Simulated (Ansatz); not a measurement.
Compare A (`C#C/C=C\C#C`) with its isomer B (`c1ccccc#1`).

Computed with Ansatz on PBE0-D4/def2-TZVP structures; ΔE is electronic, products minus reactants. CCSD(T)/CBS adds triple-zeta CCSD(T) − MP2 to the extrapolated MP2 energy (def2 sets, frozen cores). Functionals use def2-TZVPP. B3LYP here is the variant with VWN-RPA as its local correlation; programs differ in this.

(1) Which isomer does CCSD(T)/CBS put lower? Give the gap. (Best estimate.)

(2) Give E(B) − E(A) in kcal/mol with CCSD(T)/def2-TZVPP, CCSD(T)/def2-SVP, PBE0-D4, MP2/def2-TZVPP, LDA (SPW92), B3LYP-D4, PBE-D4. (Estimate.)

(3) Does the order hold for the free energy at 298.15 K (harmonic terms from PBE0-D4)? (An estimate is asked.)

Largest T1 diagnostic: 0.013.

## Answers

(1) The calculation gave: B, by 17.9 kcal/mol.

(2) Ansatz gave: CCSD(T)/def2-TZVPP -17.6, CCSD(T)/def2-SVP -19.7, PBE0-D4 -21.9, MP2/def2-TZVPP -22.1, LDA (SPW92) -30.8, B3LYP-D4 -15.8, PBE-D4 -22.5. None reverses the order clearly.

(3) Computed: Yes: G(B) − G(A) = -13.7 kcal/mol.

In def2-TZVPP, CCSD(T) changes the Hartree–Fock value by −17.3 kcal/mol (the triples alone add −4.2 kcal/mol) and MP2 by −21.8 kcal/mol. At CCSD(T), def2-SVP lies −1.9 kcal/mol from the extrapolated value and def2-TZVPP +0.2 kcal/mol.
